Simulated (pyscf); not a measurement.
H₃C–CH₂–CH•–C≡N → H₂C=CH–C≡N + methyl (CH₃•) (bond scission; doublet surface; C–C broken, none formed). Structures and frequencies: ωB97X-D3(BJ)/def2-SVP in PySCF. Energies in eV from the reactant's lowest minimum found.

```tsv
level	barrier	reaction energy
ωB97X-D3(BJ)/def2-TZVP	1.80	+1.73
PBE/def2-TZVP	1.63	+1.66
r²SCAN/def2-TZVP	1.66	+1.67
B3LYP-D3(BJ)/def2-TZVP	1.57	+1.56
PBE0-D3(BJ)/def2-TZVP	1.79	+1.80
ωB97M-D3(BJ)/def2-TZVP	1.71	+1.61
```

At PBE, r²SCAN this geometry lies under the product side: in single points on another level's saddle the reverse barrier vanishes, and the forward threshold there is about the reaction energy. This is the saddle that the search found; another between the same sides may lie lower.
